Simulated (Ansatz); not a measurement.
# C₂H₈N₂: up Jacob's ladder to CCSD(T)

Aim: compute C₂H₈N₂ with functionals from several rungs and with coupled cluster. The yardstick is the atomisation energy at the CCSD(T) limit.

The runs use Ansatz 0.2.0, Gaussian basis; functionals in def2-TZVPP, the program's frozen cores in correlated methods.

The runs, in order: LDA (SPW92), PBE-D4, revPBE-D4, BLYP-D4, r2SCAN-D4, B97M-V, PBE0-D4, B3LYP-D4, r2SCANh-D4, r2SCAN0-D4, HSE06-D4, BHLYP-D4, CAM-B3LYP-D4, LC-ωPBE, ωB97X-V, ωB97M-V, B2PLYP, PBE-QIDH; CCSD(T)/def2-SVP; CCSD(T)/def2-TZVPP; MP2/def2-QZVPP; extrapolation to the limit; RPA on PBE.

### 1 The relaxed structure

All runs share one geometry, relaxed beforehand with PBE0-D4 in a triple-zeta def2 set.

SMILES `CCNN`, 12 atoms, charge 0, spin multiplicity 1.

Atoms are counted from 1 here; the program's logs count them from 0.

Bond lengths: C1–C2 1.521 Å, C1–H5 1.092 Å, C1–H6 1.093 Å, C1–H7 1.095 Å, C2–N3 1.450 Å, C2–H8 1.093 Å, C2–H9 1.095 Å, N3–N4 1.412 Å, N3–H10 1.016 Å, N4–H11 1.015 Å, N4–H12 1.010 Å. Angles: C2–C1–H5 110.9°, C2–C1–H6 111.0°, C2–C1–H7 111.1°, H5–C1–H6 107.6°, H5–C1–H7 108.4°, H6–C1–H7 107.6°, C1–C2–N3 115.6°, C1–C2–H8 109.9°, C1–C2–H9 110.0°, N3–C2–H8 107.1°, N3–C2–H9 106.8°, H8–C2–H9 107.2°, C2–N3–N4 111.5°, C2–N3–H10 109.7°, N4–N3–H10 111.5°, N3–N4–H11 112.9°, N3–N4–H12 108.5°, H11–N4–H12 108.5°.

Coordinates:

```xyz
12

C    -0.83841    1.09550   -0.15974
C    -0.09469    0.24842    0.86184
N     0.94805   -0.60556    0.32793
N     0.42721   -1.55457   -0.57872
H    -1.34637    0.46535   -0.89348
H    -1.59718    1.71583    0.32431
H    -0.15366    1.76376   -0.69216
H    -0.79922   -0.39823    1.39155
H     0.37785    0.89343    1.61030
H     1.66983   -0.03530   -0.10348
H     0.39253   -1.21183   -1.53391
H     1.01405   -2.37679   -0.55445
```

### 2 LDA

This LDA is Slater exchange with PW92 correlation.

The input, in.yaml:

```yaml
crystal:
  periodic: [false, false, false]
  atoms:
    - {symbol: C, position_ang: [-0.838411, 1.095500, -0.159737]}
    - {symbol: C, position_ang: [-0.094687, 0.248416, 0.861840]}
    - {symbol: N, position_ang: [0.948046, -0.605562, 0.327930]}
    - {symbol: N, position_ang: [0.427208, -1.554571, -0.578718]}
    - {symbol: H, position_ang: [-1.346365, 0.465346, -0.893476]}
    - {symbol: H, position_ang: [-1.597178, 1.715828, 0.324308]}
    - {symbol: H, position_ang: [-0.153655, 1.763758, -0.692160]}
    - {symbol: H, position_ang: [-0.799220, -0.398227, 1.391545]}
    - {symbol: H, position_ang: [0.377855, 0.893431, 1.610303]}
    - {symbol: H, position_ang: [1.669829, -0.035296, -0.103483]}
    - {symbol: H, position_ang: [0.392533, -1.211835, -1.533911]}
    - {symbol: H, position_ang: [1.014054, -2.376788, -0.554452]}
basis:
  gaussian: {orbitals: def2-TZVPP}
hamiltonian: {xc: lda}
output: {orbitals: {seedname: orbitals}}
```

Started as:

```
> ansatz run in.yaml --threads 4 --pin off --events-out ev --progress --plain --max-ram 10444MiB
```

Further steps of the session: PBE-D4 (GGA); revPBE-D4 (GGA); BLYP-D4 (GGA); r2SCAN-D4 (meta-GGA); B97M-V (meta-GGA); PBE0-D4 (hybrid); B3LYP-D4 (hybrid); r2SCANh-D4 (hybrid); r2SCAN0-D4 (hybrid); HSE06-D4 (hybrid); BHLYP-D4 (hybrid); CAM-B3LYP-D4 (range-separated); LC-ωPBE (range-separated); ωB97X-V (range-separated); ωB97M-V (range-separated); B2PLYP (double hybrid); PBE-QIDH (double hybrid); CCSD(T) in def2-SVP; CCSD(T) in def2-TZVPP; MP2 in def2-QZVPP; RPA on PBE orbitals.

Before running them: what should the planned runs give, taken together? Wanted: atomisation energy, CCSD(T)/CBS; farthest beyond LDA; mean size of error, GGA; mean size of error, meta-GGA; mean size of error, hybrid; mean size of error, range-separated; mean size of error, double hybrid; gap, smallest and largest; T1 diagnostic.

As calculated:

| quantity | value |
| --- | --- |
| atomisation energy, CCSD(T)/CBS | 4282.7 kJ/mol |
| functionals within 21.4 kJ/mol (0.5 %) | revPBE-D4, r2SCAN-D4, B97M-V, LC-ωPBE |
| farthest beyond LDA | BHLYP-D4 (-113.2 kJ/mol) |
| mean size of error, GGA | 46.6 kJ/mol |
| mean size of error, meta-GGA | 10.1 kJ/mol |
| mean size of error, hybrid | 50.7 kJ/mol |
| mean size of error, range-separated | 23.0 kJ/mol |
| mean size of error, double hybrid | 37.7 kJ/mol |
| gap, smallest and largest | 5.12 eV (BLYP-D4), 12.43 eV (LC-ωPBE) |
| T1 diagnostic | 0.0089 |
| triples share of the correlation energy | 3.7 % |

**Reading.** The LDA atomisation energy is off by 656.1 kJ/mol (15 %): it overbinds. PBE-D4 misses by +109.1 kJ/mol. Double hybrids carry the basis error of their MP2 part in triple zeta, and no dispersion term here, so their miss is partly the set-up's. Taken by rung, meta-GGA functionals do best (10.1 kJ/mol on average) and hybrid ones worst beyond LDA (50.7 kJ/mol). The mean of the hybrids holds BHLYP, with half exact exchange. Misses under about 21.4 kJ/mol are within the doubt on the reference itself, which lacks core-valence correlation, relativity and higher excitations. Hartree-Fock recovers 69 % of the binding; the rest is correlation. CCSD(T) in def2-SVP is off by -242.7 kJ/mol, so the small basis spoils what the method gains. Orbital gaps span 5.1 to 12.4 eV; exact exchange widens them.
